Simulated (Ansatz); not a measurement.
AlCl$_{2}$ (`[Cl][Al][Cl]`) radical. Total charge 0; spin multiplicity 2. The structure was optimised at the PBE0-D4/def2-TZVP level.

```xyz
3

Cl   -0.035   -1.791    0.440
Al    0.673    0.169    0.163
Cl   -0.638    1.622   -0.603
```

**Question.** What is the dipole moment at B3LYP/def2-TZVPP? (Estimate.)

**Answer.** Ansatz gave: 1.50 D, with components (1.42, 0.36, 0.34) D in this frame, pointing from negative to positive charge.

**Question.** And with PBE, r2SCAN, ωB97M-V? (An estimate is asked.)

**Answer.** Ansatz gave: PBE 1.31 D, r2SCAN 1.41 D, ωB97M-V 1.62 D.

**Question.** Give the Mulliken charges with B3LYP, ωB97M-V, r2SCAN in def2-TZVPP. (An estimate is asked.)

**Answer.** The calculation gave: 
```csv
atom,B3LYP,ωB97M-V,r2SCAN
Cl1,-0.22,-0.20,-0.23
Al2,0.43,0.39,0.46
Cl3,-0.22,-0.20,-0.23
```

B3LYP here is the variant with VWN-RPA as its local correlation; programs differ in this.
